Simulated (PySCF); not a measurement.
Metal–ligand bonds in Zn(OH)1–Y. All species are isolated molecules in the gas phase. One relaxed conformer stands for each flexible species; it need not be the lowest. Multiplicities are imposed; where one is given, others were not computed. Strings in code marks are SMILES.

Quantity: electronic energy of homolysis of the metal–ligand bond (relaxed doublet parts, no counterpoise, zero-point or spin–orbit term), in eV. HF references are unrestricted for open shells and restricted for singlets.

Level 1: B3LYP-D3(BJ)/def2-TZVP // PBE-D3(BJ)/def2-SVP (PySCF)
Level 2: PBE-D3(BJ)/def2-TZVP // PBE-D3(BJ)/def2-SVP (PySCF)
Level 3: BP86/6-31G* (LANL2DZ on Zn) // PBE-D3(BJ)/def2-SVP (PySCF)
Level 4: frozen-core MP2/6-31G* (LANL2DZ on Zn) // PBE-D3(BJ)/def2-SVP (PySCF)

```json
[
 {"species": "OH: [Zn(OH)2]", "level 1": "4.10", "level 2": "4.33", "level 3": "3.91", "level 4": "4.21"},
 {"species": "NH2: [Zn(OH)(NH2)]", "level 1": "3.49", "level 2": "3.69", "level 3": "3.16", "level 4": "3.46"},
 {"species": "F: [Zn(OH)(F)]", "level 1": "5.14", "level 2": "5.38", "level 3": "5.04", "level 4": "5.23"},
 {"species": "Cl: [Zn(OH)(Cl)]", "level 1": "4.33", "level 2": "4.50", "level 3": "4.05", "level 4": "4.06"}
]
```
